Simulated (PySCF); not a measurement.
**Working out the electron affinity of F**

F- [Ne] (1S) → F [He] 2s2 2p5 (2P). Calculation: PySCF 2.14, in aug-cc-pwCVQZ; the non-relativistic Hamiltonian (point nucleus). Frozen: nothing. Energies in hartree (1 hartree = 27.21139 eV):

| part | F- (lower) | F (upper) |
| --- | --- | --- |
| UHF | -99.457476 | -99.414112 |
| MP2 opposite-spin | -0.290687 | -0.226537 |
| MP2 same-spin | -0.090496 | -0.061317 |

Question: What does Hartree-Fock give?

Answer: (-99.414112) − (-99.457476) = 0.043364 hartree = 1.180 eV.

Question: What do MP2 and SCS-MP2 (6/5 opposite-spin, 1/3 same-spin) give?

Answer: The opposite-spin parts differ by 1.746 eV and the same-spin parts by 0.794 eV. MP2: 1.180 + (1.746) + (0.794) = 3.720 eV. SCS-MP2: 1.180 + 1.2 × (1.746) + (0.794)/3 = 3.540 eV.

A first-order spin-orbit estimate adds -0.017 eV to MP2 (valence and next inner shell), giving 3.703 eV against 3.401 eV (measured; photodetachment measurements, as compiled on the Wikipedia data page of electron affinities).

What remains against the reference includes basis incompleteness and correlation beyond second order.
